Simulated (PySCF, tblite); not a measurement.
# C2H6OS: changes of charge, electronic excitations, EPR parameters

Aim: compute the changes of charge, electronic excitations, EPR parameters of C2H6OS (`CS(C)=O`).

Programs: tblite 0.8.0 and PySCF 2.14.0, with routines of our own; each step states its level. All values are computed. Atoms count from 0.

## Step 1: The starting structure

10 atoms, charge 0, multiplicity 1; geometry from: start built from the parent or by distance geometry.

## Step 2: Relaxing the molecule with GFN2-xTB

Job settings and geometry (Å):

```
{"job": {"kind": "relax", "xc": "GFN2-xTB", "basis": "xTB"}, "charge": 0, "multiplicity": 1}
C     -1.407700     0.045900    -0.349700
S     -0.100100    -0.614300     0.617700
C      1.468600    -0.078500    -0.045800
O     -0.185400    -0.272500     2.087100
H     -2.002500    -0.779100    -0.757400
H     -1.034300     0.731000    -1.155200
H     -2.075600     0.693900     0.264100
H      1.985100     0.705500     0.580000
H      2.168200    -0.884600    -0.294300
H      1.201500     0.462100    -0.991500
```

Launch:

```sh
$ OMP_NUM_THREADS=1 python redox_run.py task.json out
```

The driver reads the jobs from task.json and runs them one after another.

The log of the run:

```text
step      E/eV     max force
  0    -396.97639    5.380
  1    -397.50439    2.334
  2    -397.61436    0.700
  3    -397.64923    0.557
  4    -397.66441    0.351
  5    -397.67878    0.363
  6    -397.68961    0.358
  7    -397.70165    0.376
  8    -397.71090    0.295
  9    -397.71907    0.249
 10    -397.72466    0.158
 11    -397.72697    0.105
 12    -397.72784    0.076
 13    -397.72847    0.088
 14    -397.72911    0.081
 15    -397.72965    0.063
 16    -397.72997    0.060
 17    -397.73021    0.065
 18    -397.73052    0.062
 19    -397.73086    0.045
 20    -397.73107    0.041
 21    -397.73118    0.040
 22    -397.73132    0.046
 23    -397.73157    0.059
 24    -397.73201    0.076
 25    -397.73263    0.097
 26    -397.73331    0.086
 27    -397.73389    0.077
 28    -397.73439    0.085
 29    -397.73504    0.083
 30    -397.73589    0.096
 31    -397.73698    0.131
 32    -397.73884    0.182
 33    -397.74205    0.247
 34    -397.74703    0.300
 35    -397.75346    0.355
 36    -397.75740    0.188
 37    -397.74441    0.894
 38    -397.76882    0.192
 39    -397.77435    0.166
 40    -397.77268    0.798
 41    -397.78712    0.118
 42    -397.79200    0.135
 43    -397.79079    0.549
 44    -397.79922    0.139
 45    -397.80137    0.137
 46    -397.80453    0.245
 47    -397.80620    0.099
 48    -397.80729    0.073
 49    -397.80790    0.076
 50    -397.80826    0.069
 51    -397.80862    0.050
 52    -397.80902    0.052
 53    -397.80929    0.056
 54    -397.80954    0.042
 55    -397.80972    0.024
 56    -397.80982    0.019
 57    -397.80986    0.019
 58    -397.80988    0.012
 59    -397.80990    0.010
 60    -397.80993    0.016
 61    -397.80996    0.016
 62    -397.80999    0.018
 63    -397.81004    0.022
 64    -397.81009    0.027
 65    -397.81017    0.034
 66    -397.81034    0.049
 67    -397.81072    0.082
 68    -397.81137    0.145
 69    -397.81251    0.187
 70    -397.81567    0.246
 71    -397.81863    0.190
 72    -397.81360    0.567
 73    -397.82435    0.137
 74    -397.82808    0.129
 75    -397.81531    0.896
 76    -397.83476    0.096
 77    -397.83905    0.102
 78    -397.82568    0.866
 79    -397.84546    0.078
 80    -397.84864    0.095
 81    -397.84835    0.420
 82    -397.85290    0.093
 83    -397.85387    0.100
 84    -397.85525    0.126
 85    -397.85598    0.086
 86    -397.85780    0.068
 87    -397.85919    0.078
 88    -397.86044    0.083
 89    -397.86095    0.089
 90    -397.86155    0.077
 91    -397.86200    0.045
 92    -397.86233    0.038
 93    -397.86237    0.034
 94    -397.86244    0.023
 95    -397.86250    0.018
 96    -397.86254    0.010
 97    -397.86256    0.006
```

It took 0.35 s on 1 thread of Arm Neoverse V1, shared host.

Relaxation path: (not every step is listed)

```tsv
step	energy from step 0 (eV)	largest force (eV/Å)
0	0.0000	5.3800
1	-0.5280	2.3342
2	-0.6380	0.7002
3	-0.6728	0.5567
4	-0.6880	0.3514
5	-0.7024	0.3626
6	-0.7132	0.3583
7	-0.7253	0.3763
8	-0.7345	0.2954
16	-0.7536	0.0605
24	-0.7556	0.0764
32	-0.7625	0.1819
40	-0.7963	0.7979
48	-0.8309	0.0734
56	-0.8334	0.0192
64	-0.8337	0.0271
72	-0.8372	0.5674
80	-0.8723	0.0952
88	-0.8841	0.0826
92	-0.8859	0.0377
93	-0.8860	0.0341
94	-0.8861	0.0232
95	-0.8861	0.0178
96	-0.8862	0.0105
97	-0.8862	0.0059
```

Distances of close pairs at the start and the end, largest changes first:

```tsv
bond	before (Å)	after (Å)	change (Å)
C0–S1	1.755	1.851	+0.095
S1–C2	1.786	1.851	+0.065
S1–O3	1.511	1.461	-0.050
C2–H7	1.128	1.084	-0.044
C2–H9	1.122	1.084	-0.038
C0–H5	1.121	1.084	-0.037
C0–H6	1.115	1.085	-0.030
C0–H4	1.096	1.084	-0.012
```

The end geometry stands in the next job.

## Step 3: Vibrational analysis with GFN2-xTB

Job settings and geometry (Å):

```
{"job": {"kind": "ir", "xc": "GFN2-xTB", "basis": "xTB"}, "charge": 0, "multiplicity": 1}
C     -1.344673     0.212912    -0.209615
S     -0.108732    -0.777857     0.747709
C      1.345376    -0.196342    -0.238871
O      0.006247    -0.124643     2.050041
H     -1.358024    -0.143278    -1.233091
H     -1.081930     1.263883    -0.163204
H     -2.315179     0.059108     0.250419
H      1.412095     0.884387    -0.182657
H      2.234512    -0.639382     0.197602
H      1.228073    -0.529479    -1.263389
```

The log of the run:

```text
mode    cm-1     km/mol
  1     119.4      0.05
  2     178.5      0.69
  3     269.8      0.16
  4     305.7      8.22
  5     362.3     12.62
  6     654.5     37.08
  7     664.4     72.03
  8     818.3      6.99
  9     867.1     28.60
 10     899.2     20.90
 11     938.1     55.41
 12    1144.9    323.98
 13    1283.5      1.26
 14    1290.3      6.93
 15    1431.2      6.72
 16    1443.0      1.41
 17    1452.3      0.21
 18    1463.4     11.87
 19    3053.8      0.05
 20    3055.0      0.92
 21    3065.1      4.86
 22    3068.7      7.60
 23    3073.0      0.83
 24    3076.7     25.72
ZPE 203.234  H(298)-E 221.231  G(298)-E 127.876 kJ/mol  S 313.12 J/(mol K)
```

It took 0.2 s on 1 thread of Arm Neoverse V1, shared host.

Which atoms move in the most intense modes:

```tsv
cm⁻¹	km/mol	atoms
362	12.6	O3 30 %, S1 28 %
654	37.1	C2 29 %, C0 29 %, S1 26 %
664	72.0	S1 32 %, C0 26 %, C2 26 %
867	28.6	H9 21 %, H4 21 %, H7 11 %, H5 11 %
899	20.9	H4 21 %, H9 21 %, H5 10 %, H7 10 %
938	55.4	H8 19 %, H6 19 %, H5 15 %, H7 15 %
1145	324.0	O3 63 %, S1 35 %
3077	25.7	H9 40 %, H4 28 %
```

## Step 4: Optimising the geometry at PBE0-D3(BJ)/def2-SVP

The job, as its differences from that of step 3:

```diff
@@ -1,2 +1,2 @@
-{"job": {"kind": "ir", "xc": "GFN2-xTB", "basis": "xTB"}, "charge": 0, "multiplicity": 1}
+{"job": {"xc": "PBE0", "basis": "def2-SVP", "d3": "d3bj", "grid": 1, "kind": "geom"}, "charge": 0, "multiplicity": 1}
 C     -1.344673     0.212912    -0.209615
```

The log of the run:

```text
step   0  E = -552.62579521  max force = 0.043172
step   1  E = -552.62917035  max force = 0.005406
step   2  E = -552.62876052  max force = 0.005154
step   3  E = -552.62919411  max force = 0.001847
step   4  E = -552.62924765  max force = 0.002045
step   5  E = -552.62926404  max force = 0.000462
step   6  E = -552.62926393  max force = 0.000248
optimisation converged
```

Run time: 18 s. Hardware: 1 thread of Arm Neoverse V1, shared host.

Step by step: (the energy doesn't fall at every step)

```tsv
step	energy from step 0 (eV)	largest force component (eV/Å)
0	0.0000	2.2200
1	-0.0918	0.2780
2	-0.0807	0.2650
3	-0.0925	0.0950
4	-0.0939	0.1052
5	-0.0944	0.0238
6	-0.0944	0.0128
```

Close pairs (by a distance rule), those that changed most:

```tsv
bond	before (Å)	after (Å)	change (Å)
S1–O3	1.461	1.501	+0.039
C0–S1	1.851	1.816	-0.035
S1–C2	1.851	1.816	-0.035
C2–H9	1.084	1.100	+0.016
C0–H4	1.084	1.100	+0.016
C0–H5	1.084	1.100	+0.015
C2–H7	1.084	1.100	+0.015
C2–H8	1.085	1.098	+0.013
```

The final coordinates are the input of the step that follows.

```tsv
at the end point	value
point group (found at 0.08 Å tolerance)	Cs
rotational constants (GHz, main isotopes)	6.950, 6.788, 4.171
dipole moment (D)	3.95
```

## Step 5: Harmonic vibrations (C₂H₆OS): PBE0-D3(BJ)/def2-SVP

Job settings and geometry (Å):

```
{"job": {"xc": "PBE0", "basis": "def2-SVP", "d3": "d3bj", "grid": 2, "kind": "hessian"}, "charge": 0, "multiplicity": 1}
C     -1.351625     0.151610    -0.187246
S     -0.060254    -0.755429     0.711146
C      1.340668    -0.154241    -0.275714
O      0.059179    -0.092297     2.052181
H     -1.425826    -0.199833    -1.226675
H     -1.119936     1.225587    -0.137769
H     -2.291023    -0.047292     0.345795
H      1.359990     0.943609    -0.215089
H      2.244434    -0.565195     0.194061
H      1.264417    -0.501402    -1.316407
```

The log of the run:

```text
coarse grid: 8608 points
cycle   1  E = -552.4049423073  dE =  5.033e-01  |g| = 8.718e-01  |ddm| = 3.190e+00
cycle   2  E = -551.4556084477  dE =  9.493e-01  |g| = 2.248e+00  |ddm| = 5.177e+00
cycle   3  E = -552.5561639848  dE = -1.101e+00  |g| = 1.881e-01  |ddm| = 4.459e+00
cycle   4  E = -552.5624970875  dE = -6.333e-03  |g| = 1.143e-01  |ddm| = 3.016e-01
cycle   5  E = -552.5658391552  dE = -3.342e-03  |g| = 1.135e-02  |ddm| = 1.197e-01
cycle   6  E = -552.5658744470  dE = -3.529e-05  |g| = 2.611e-03  |ddm| = 1.829e-02
cycle   7  E = -552.5658763206  dE = -1.874e-06  |g| = 5.502e-04  |ddm| = 6.162e-03
final grid: 77608 points
cycle   8  E = -552.6292855554  dE = -8.519e-06  |g| = 9.058e-03  |ddm| = 2.383e-02
cycle   9  E = -552.6292524571  dE =  3.310e-05  |g| = 1.510e-02  |ddm| = 2.559e-02
cycle  10  E = -552.6293041160  dE = -5.166e-05  |g| = 2.419e-03  |ddm| = 1.835e-02
cycle  11  E = -552.6293053344  dE = -1.218e-06  |g| = 1.496e-04  |ddm| = 2.478e-03
cycle  12  E = -552.6293053413  dE = -6.877e-09  |g| = 3.172e-05  |ddm| = 2.519e-04
cycle  13  E = -552.6293053416  dE = -2.849e-10  |g| = 6.265e-06  |ddm| = 5.103e-05
cycle  14  E = -552.6293053416  dE = -9.095e-12  |g| = 1.780e-06  |ddm| = 1.332e-05
converged SCF energy = -552.6293053416

mode    cm-1
  1     182.5
  2     230.7
  3     283.9
  4     314.1
  5     367.8
  6     659.3
  7     684.1
  8     875.7
  9     914.8
 10     953.1
 11    1013.2
 12    1137.5
 13    1283.8
 14    1308.5
 15    1410.2
 16    1424.3
 17    1428.1
 18    1446.8
 19    3059.3
 20    3060.1
 21    3190.1
 22    3192.1
 23    3197.4
 24    3198.1
ZPE 208.244  H(298)-E 225.505  G(298)-E 133.964 kJ/mol  S 307.03 J/(mol K)
```

Run time: 1.9 min. Hardware: 1 thread of Arm Neoverse V1, shared host; peak memory 1.3 GiB.

Zero-point energy 208.24 kJ/mol (xTB gave 203.23).

## Step 6: Single point (C2H6OS): wB97X-D3(BJ)/ma-def2-TZVP

Geometry: PBE0-D3(BJ)/def2-SVP.

The job, as its differences from that of step 5:

```diff
@@ -1,2 +1,2 @@
-{"job": {"xc": "PBE0", "basis": "def2-SVP", "d3": "d3bj", "grid": 2, "kind": "hessian"}, "charge": 0, "multiplicity": 1}
+{"job": {"kind": "sp", "xc": "wB97X", "basis": "ma-def2-TZVP", "d3": "d3bj", "grid": 2}, "charge": 0, "multiplicity": 1}
 C     -1.351625     0.151610    -0.187246
```

The log of the run:

```text
coarse grid: 8608 points
cycle   1  E = -553.2002237805  dE =  5.774e-01  |g| = 8.712e-01  |ddm| = 2.194e+00
cycle   2  E = -553.0028805980  dE =  1.973e-01  |g| = 1.381e+00  |ddm| = 1.665e+00
cycle   3  E = -553.3590303627  dE = -3.561e-01  |g| = 5.214e-02  |ddm| = 1.052e+00
cycle   4  E = -553.3598244260  dE = -7.941e-04  |g| = 1.960e-02  |ddm| = 7.115e-02
cycle   5  E = -553.3599264261  dE = -1.020e-04  |g| = 5.861e-03  |ddm| = 2.384e-02
cycle   6  E = -553.3599378331  dE = -1.141e-05  |g| = 1.727e-03  |ddm| = 8.038e-03
cycle   7  E = -553.3599389514  dE = -1.118e-06  |g| = 3.650e-04  |ddm| = 3.661e-03
final grid: 77608 points
cycle   8  E = -553.3600365655  dE = -2.745e-05  |g| = 4.346e-03  |ddm| = 2.287e-02
cycle   9  E = -553.3600356555  dE =  9.100e-07  |g| = 5.027e-03  |ddm| = 5.716e-03
cycle  10  E = -553.3600400973  dE = -4.442e-06  |g| = 6.709e-04  |ddm| = 3.160e-03
cycle  11  E = -553.3600401764  dE = -7.907e-08  |g| = 1.806e-04  |ddm| = 5.713e-04
cycle  12  E = -553.3600401858  dE = -9.376e-09  |g| = 3.404e-05  |ddm| = 2.054e-04
converged SCF energy = -553.3600401858
```

Wall time 7.2 s (1 thread of Arm Neoverse V1, shared host); peak memory 0.64 GiB.

## Step 7: Single point (C2H6OS+ (doublet)): wB97X-D3(BJ)/ma-def2-TZVP

Geometry: PBE0-D3(BJ)/def2-SVP, that of another charge or spin state.

The job, as its differences from that of step 6:

```diff
@@ -1,2 +1,2 @@
-{"job": {"kind": "sp", "xc": "wB97X", "basis": "ma-def2-TZVP", "d3": "d3bj", "grid": 2}, "charge": 0, "multiplicity": 1}
+{"job": {"kind": "sp", "xc": "wB97X", "basis": "ma-def2-TZVP", "d3": "d3bj", "grid": 2}, "charge": 1, "multiplicity": 2}
 C     -1.351625     0.151610    -0.187246
```

The log of the run:

```text
final grid: 77608 points
cycle   1  E = -552.9751023371  dE = -1.325e-02  |g| = 3.866e-01  |ddm| = 4.898e-01
cycle   2  E = -552.9314160624  dE =  4.369e-02  |g| = 5.130e-01  |ddm| = 4.456e-01
cycle   3  E = -553.0263355361  dE = -9.492e-02  |g| = 4.720e-02  |ddm| = 2.850e-01
cycle   4  E = -553.0274923017  dE = -1.157e-03  |g| = 1.327e-02  |ddm| = 3.883e-02
cycle   5  E = -553.0277719415  dE = -2.796e-04  |g| = 7.669e-03  |ddm| = 2.160e-02
cycle   6  E = -553.0278904110  dE = -1.185e-04  |g| = 4.099e-03  |ddm| = 1.425e-02
cycle   7  E = -553.0279409090  dE = -5.050e-05  |g| = 1.573e-03  |ddm| = 1.198e-02
cycle   8  E = -553.0279496020  dE = -8.693e-06  |g| = 7.022e-04  |ddm| = 5.305e-03
cycle   9  E = -553.0279507635  dE = -1.161e-06  |g| = 2.498e-04  |ddm| = 1.845e-03
cycle  10  E = -553.0279509622  dE = -1.988e-07  |g| = 1.071e-04  |ddm| = 7.583e-04
cycle  11  E = -553.0279510081  dE = -4.588e-08  |g| = 4.241e-05  |ddm| = 3.581e-04
cycle  12  E = -553.0279510142  dE = -6.095e-09  |g| = 1.474e-05  |ddm| = 1.347e-04
converged SCF energy = -553.0279510142
```

Wall time 17 s (1 thread of Arm Neoverse V1, shared host); peak memory 0.68 GiB.

## Step 8: Relaxing the molecule with GFN2-xTB

This step treats C2H6OS+ (doublet), labelled `C[S+](C)=O` (the label fixes atoms and charge, not where charge and spin sit).

Job settings and geometry (Å):

```
{"job": {"kind": "relax", "xc": "GFN2-xTB", "basis": "xTB"}, "charge": 1, "multiplicity": 2}
C     -1.335400     0.145500    -0.192500
S     -0.071000    -0.746800     0.688100
C      1.358100    -0.161900    -0.272500
O      0.056700    -0.077700     2.031600
H     -1.429100    -0.203700    -1.215300
H     -1.130900     1.223900    -0.146500
H     -2.290600    -0.041500     0.334800
H      1.371400     0.952600    -0.210100
H      2.253400    -0.572000     0.192800
H      1.255100    -0.504100    -1.311100
```

The log of the run:

```text
step      E/eV     max force
  0    -384.01445    2.935
  1    -384.15794    0.868
  2    -384.17776    0.473
  3    -384.20208    0.360
  4    -384.21080    0.332
  5    -384.22529    0.362
  6    -384.23212    0.273
  7    -384.23814    0.180
  8    -384.24159    0.164
  9    -384.24400    0.189
 10    -384.24580    0.175
 11    -384.24725    0.131
 12    -384.24854    0.123
 13    -384.25019    0.136
 14    -384.25219    0.159
 15    -384.25388    0.142
 16    -384.25483    0.094
 17    -384.25535    0.061
 18    -384.25578    0.060
 19    -384.25628    0.073
 20    -384.25678    0.080
 21    -384.25721    0.061
 22    -384.25761    0.059
 23    -384.25803    0.066
 24    -384.25846    0.074
 25    -384.25876    0.059
 26    -384.25888    0.025
 27    -384.25891    0.013
 28    -384.25892    0.009
```

Wall time 0.11 s (1 thread of Arm Neoverse V1, shared host).

Step by step:

```tsv
step	energy from step 0 (eV)	largest force (eV/Å)
0	0.0000	2.9352
1	-0.1435	0.8681
2	-0.1633	0.4734
3	-0.1876	0.3603
4	-0.1963	0.3321
5	-0.2108	0.3619
6	-0.2177	0.2733
7	-0.2237	0.1796
8	-0.2271	0.1639
9	-0.2296	0.1887
10	-0.2313	0.1746
11	-0.2328	0.1311
12	-0.2341	0.1227
13	-0.2357	0.1358
14	-0.2377	0.1593
15	-0.2394	0.1418
16	-0.2404	0.0939
17	-0.2409	0.0608
18	-0.2413	0.0601
19	-0.2418	0.0734
20	-0.2423	0.0800
21	-0.2428	0.0614
22	-0.2432	0.0590
23	-0.2436	0.0661
24	-0.2440	0.0743
25	-0.2443	0.0588
26	-0.2444	0.0253
27	-0.2445	0.0131
28	-0.2445	0.0093
```

Distances of close pairs at the start and the end, largest changes first:

```tsv
bond	before (Å)	after (Å)	change (Å)
S1–O3	1.506	1.434	-0.073
C0–S1	1.781	1.828	+0.048
C2–H7	1.116	1.089	-0.027
C0–H6	1.107	1.088	-0.019
C2–H9	1.098	1.085	-0.013
S1–C2	1.819	1.828	+0.010
C0–H5	1.099	1.089	-0.009
C2–H8	1.089	1.088	-0.001
```

The final coordinates are the input of the step that follows.

## Step 9: Harmonic vibrations with GFN2-xTB

Job settings and geometry (Å):

```
{"job": {"kind": "ir", "xc": "GFN2-xTB", "basis": "xTB"}, "charge": 1, "multiplicity": 2}
C     -1.450899     0.170092    -0.179402
S     -0.049307    -0.648621     0.662228
C      1.446072    -0.159401    -0.268652
O      0.049483    -0.138468     1.998554
H     -1.516958    -0.203114    -1.196472
H     -1.282908     1.246195    -0.161945
H     -2.367428    -0.057291     0.361070
H      1.532171     0.925915    -0.236396
H      2.318433    -0.600576     0.208836
H      1.359131    -0.520305    -1.288594
```

The log of the run:

```text
mode    cm-1     km/mol
  1      86.3      0.32
  2     134.7      1.34
  3     224.1      0.08
  4     308.2     19.73
  5     319.2     22.46
  6     615.0     10.51
  7     663.5     38.98
  8     791.5      0.75
  9     858.0     26.19
 10     878.3     26.00
 11     920.1     32.48
 12    1171.0    176.36
 13    1258.0     12.34
 14    1274.6     16.27
 15    1346.9     35.70
 16    1359.8     16.98
 17    1386.5      2.38
 18    1394.3     57.20
 19    3012.6     24.19
 20    3017.4     47.44
 21    3045.6     57.22
 22    3047.3      6.70
 23    3069.8      0.57
 24    3073.0     16.39
ZPE 198.913  H(298)-E 217.685  G(298)-E 120.822 kJ/mol  S 324.88 J/(mol K)
```

Run time: 0.21 s. Hardware: 1 thread of Arm Neoverse V1, shared host.

The strongest bands and the atoms that carry them (share of the mass-weighted mode):

```tsv
cm⁻¹	km/mol	atoms
664	39.0	S1 36 %, C2 27 %, C0 26 %
858	26.2	H9 23 %, H4 22 %
920	32.5	H6 22 %, H8 22 %
1171	176.4	O3 65 %, S1 34 %
1347	35.7	H7 25 %, H5 23 %, H9 19 %, H4 18 %
1394	57.2	H8 26 %, H6 25 %, H9 16 %, H4 15 %
3017	47.4	H7 52 %, H5 38 %
3046	57.2	H6 67 %, H8 24 %
```

## Step 10: Optimising the geometry at PBE0-D3(BJ)/def2-SVP

This step treats C2H6OS+ (doublet), labelled `C[S+](C)=O` (the label fixes atoms and charge, not where charge and spin sit).

The job, as its differences from that of step 9:

```diff
@@ -1,2 +1,2 @@
-{"job": {"kind": "ir", "xc": "GFN2-xTB", "basis": "xTB"}, "charge": 1, "multiplicity": 2}
+{"job": {"xc": "PBE0", "basis": "def2-SVP", "d3": "d3bj", "grid": 1, "kind": "geom"}, "charge": 1, "multiplicity": 2}
 C     -1.450899     0.170092    -0.179402
```

The log of the run:

```text
step   0  E = -552.31111903  max force = 0.078748
step   1  E = -552.31512198  max force = 0.013757
step   2  E = -552.31857661  max force = 0.004724
step   3  E = -552.31879287  max force = 0.001199
step   4  E = -552.31882689  max force = 0.000640
step   5  E = -552.31886509  max force = 0.001146
step   6  E = -552.31888633  max force = 0.001369
step   7  E = -552.31890796  max force = 0.001293
step   8  E = -552.31891663  max force = 0.000732
step   9  E = -552.31892031  max force = 0.000263
optimisation converged
```

It took 43 s on 1 thread of Arm Neoverse V1, shared host.

Step by step:

```tsv
step	energy from step 0 (eV)	largest force component (eV/Å)
0	0.0000	4.0494
1	-0.1089	0.7074
2	-0.2029	0.2429
3	-0.2088	0.0617
4	-0.2097	0.0329
5	-0.2108	0.0589
6	-0.2114	0.0704
7	-0.2119	0.0665
8	-0.2122	0.0376
9	-0.2123	0.0135
```

Close pairs (by a distance rule), those that changed most:

```tsv
bond	before (Å)	after (Å)	change (Å)
S1–O3	1.434	1.495	+0.061
C0–S1	1.828	1.784	-0.045
S1–C2	1.828	1.784	-0.044
C0–H4	1.085	1.100	+0.015
C2–H9	1.085	1.100	+0.015
C2–H8	1.088	1.100	+0.012
C0–H6	1.088	1.100	+0.012
C2–H7	1.089	1.101	+0.012
```

The next job starts from the end point, and lists it.

```tsv
at the end point	value
point group (found at 0.08 Å tolerance)	Cs
rotational constants (GHz, main isotopes)	7.519, 6.401, 3.919
⟨S²⟩	0.757
```

## Step 11: Harmonic vibrations (C₂H₆OS+ (doublet), C[S+](C)=O): PBE0-D3(BJ)/def2-SVP

Job settings and geometry (Å):

```
{"job": {"xc": "PBE0", "basis": "def2-SVP", "d3": "d3bj", "grid": 2, "kind": "hessian"}, "charge": 1, "multiplicity": 2}
C     -1.046091     0.882609    -0.558680
S     -0.480843    -0.385048     0.561701
C      1.165124    -0.902219     0.107394
O     -0.517540     0.097309     1.976183
H     -1.114160     0.437646    -1.562300
H     -0.336470     1.723323    -0.524406
H     -2.040997     1.183057    -0.197438
H      1.823769    -0.020330     0.111103
H      1.471045    -1.634880     0.869013
H      1.107284    -1.371892    -0.885522
```

The log of the run:

```text
coarse grid: 8608 points
cycle   1  E = -552.0732505158  dE =  8.928e-01  |g| = 6.086e-01  |ddm| = 2.262e+00
cycle   2  E = -551.1346150469  dE =  9.386e-01  |g| = 1.590e+00  |ddm| = 2.144e+00
cycle   3  E = -552.2457900395  dE = -1.111e+00  |g| = 1.184e-01  |ddm| = 1.697e+00
cycle   4  E = -552.2500723103  dE = -4.282e-03  |g| = 1.010e-01  |ddm| = 2.101e-01
cycle   5  E = -552.2548400530  dE = -4.768e-03  |g| = 3.053e-02  |ddm| = 9.517e-02
cycle   6  E = -552.2553633226  dE = -5.233e-04  |g| = 1.192e-02  |ddm| = 4.204e-02
cycle   7  E = -552.2554759203  dE = -1.126e-04  |g| = 2.052e-03  |ddm| = 2.483e-02
cycle   8  E = -552.2554801514  dE = -4.231e-06  |g| = 6.259e-04  |ddm| = 4.911e-03
final grid: 77608 points
cycle   9  E = -552.3188601779  dE = -1.089e-05  |g| = 5.939e-03  |ddm| = 1.512e-02
cycle  10  E = -552.3188361402  dE =  2.404e-05  |g| = 9.432e-03  |ddm| = 1.308e-02
cycle  11  E = -552.3188759347  dE = -3.979e-05  |g| = 2.119e-03  |ddm| = 8.998e-03
cycle  12  E = -552.3188779150  dE = -1.980e-06  |g| = 1.946e-04  |ddm| = 1.882e-03
cycle  13  E = -552.3188779458  dE = -3.085e-08  |g| = 1.093e-04  |ddm| = 3.145e-04
cycle  14  E = -552.3188779572  dE = -1.137e-08  |g| = 3.854e-05  |ddm| = 2.429e-04
cycle  15  E = -552.3188779586  dE = -1.343e-09  |g| = 5.433e-06  |ddm| = 9.412e-05
cycle  16  E = -552.3188779586  dE = -4.434e-11  |g| = 2.295e-06  |ddm| = 1.611e-05
converged SCF energy = -552.3188779586

mode    cm-1
  1     149.8
  2     177.4
  3     253.0
  4     277.7
  5     331.7
  6     642.6
  7     730.1
  8     891.5
  9     935.6
 10     944.0
 11    1005.6
 12    1098.3
 13    1296.7
 14    1324.7
 15    1392.6
 16    1400.8
 17    1408.2
 18    1417.8
 19    3059.3
 20    3062.3
 21    3202.0
 22    3203.1
 23    3206.4
 24    3208.6
ZPE 207.073  H(298)-E 225.005  G(298)-E 130.006 kJ/mol  S 318.63 J/(mol K)
```

Wall time 4.3 min (1 thread of Arm Neoverse V1, shared host); peak memory 1.5 GiB.

Zero-point energy 207.07 kJ/mol (xTB gave 198.91).

[end of part 1 of 2]
